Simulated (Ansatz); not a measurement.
Input and output for `N=C=C(O)F`.

```yaml
crystal:
  periodic: [false, false, false]
  atoms:
    - {symbol: N, position_ang: [-0.663364, 0.466901, 1.905013]}
    - {symbol: C, position_ang: [-0.094276, 0.441120, 0.573274]}
    - {symbol: C, position_ang: [0.169291, -0.008174, -0.520629]}
    - {symbol: O, position_ang: [0.203424, -1.178496, -1.056657]}
    - {symbol: F, position_ang: [0.856551, 1.057571, -0.878298]}
    - {symbol: H, position_ang: [-1.800489, 0.873655, 2.005026]}
    - {symbol: H, position_ang: [1.172154, -1.610735, -1.049146]}
basis:
  gaussian: {orbitals: def2-TZVPD}
total_charge: 1
magnetization: {spin_polarized: true, initial_magnetization: 1}
hamiltonian: {xc: {name: wPBEh}}
output: {forces: true}
```

```sh
$ ansatz run in.yaml --threads 2 --pin off --events-out ev --progress --plain --max-ram 4352MiB
```

It prints (some lines left out):

```
Functional definition: wPBEh
1010 factors; their error is unknown
98 factors; integrals over basis functions are off by at most 5.5e-6 eV
mean field evaluation 1: about -8329.9697 eV, gradient 5.3e1 eV
mean field evaluation 2: about -8304.2610 eV, gradient 9.1e1 eV
mean field evaluation 4: about -8338.7155 eV, gradient 1.8e1 eV
mean field evaluation 8: about -8340.1559 eV, gradient 3.6e-1 eV
mean field evaluation 16: about -8340.1859 eV, gradient 3.0e-1 eV
mean field evaluation 32: about -8340.1863 eV, gradient 8.0e-5 eV
mean field -8340.18630653 eV, -306.4961935837 hartree, gradient 3.0e-5 eV, S^2 0.815332; 4 other end points of the search recorded, 0 dependent functions left out
reference -8340.18635396 eV, -306.4961953267 hartree; 19, 18 occupied and 190, 191 virtual orbitals, 1010 factors
Total energy: -8340.18635396 eV, -306.4961953267 hartree
Atom 0 at    -0.663364     0.466901     1.905013 Å, force     0.141015     0.993607    -9.620289 eV/Å
Atom 1 at    -0.094276     0.441120     0.573274 Å, force    -9.710021     1.700233    21.316042 eV/Å
Atom 2 at     0.169291    -0.008174    -0.520629 Å, force     4.233914    -4.093256    -7.047889 eV/Å
Atom 3 at     0.203424    -1.178496    -1.056657 Å, force     2.276232    -0.316313    -0.021298 eV/Å
Atom 4 at     0.856551     1.057571    -0.878298 Å, force     1.658605     1.351807    -4.109223 eV/Å
Atom 5 at    -1.800489     0.873655     2.005026 Å, force     4.076285    -0.902698    -0.191065 eV/Å
Atom 6 at     1.172154    -1.610735    -1.049146 Å, force    -2.676030     1.266619    -0.326277 eV/Å
Dipole moment:    -0.193312    -0.178873     0.260782 e Å
```

Run time 21 s (2 threads of an Arm Neoverse V1 on a shared host); peak host memory 0.73 GiB.
